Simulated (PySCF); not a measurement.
# Structure elucidation problem

An unknown has the formula C4H4N2. Its calculated NMR data are:

1H NMR (300 MHz, computed): δ 8.42 (s, 4H).

13C{1H} NMR (computed): δ 144.6 (CH).

Non-relativistic Hamiltonian, no solvent, one conformer, fast rotation and ring inversion assumed for equivalent nuclei. Shieldings: GIAO KT2/pcSseg-2; B3LYP/pcJ-1 coupling constants (spin–dipole term only in couplings to heteroatoms); PBE0-D3(BJ)/def2-SVP structure; PySCF 2.14.0 with density-fitted response routines.

Shifts are taken against calculated references (same method and geometry level): TMS for 1H (σref 31.18), 13C (σref 182.28).

**Question.** Propose a structure and justify it.

**Answer.** 
- Rings plus π bonds: 4 (1 ring in the answer).
- 1 carbon signal for 4 carbons: some carbons are equivalent by symmetry or fast rotation.
- Carbon types of the structure: 4 × CH, which accounts for all hydrogens.
- δC 144.6: aromatic CH next to a ring nitrogen; the adjacent pyridine-type nitrogen withdraws density from it.
- δH 8.42: hydrogen on an aromatic CH next to a ring nitrogen; ring current plus the neighbouring ring nitrogen.

These data were computed for SMILES c1cnccn1.

This is the structure that produced the data.

Shifts are as computed. Against solution values, carbons near 30 ppm lie about +3 ppm off and those near 130 ppm about -1 ppm. Of 1211 compounds with measured shifts, 218 miss one by over three times the rms of a fit or turn the order of signals round; such compounds aren't used in these exercises.
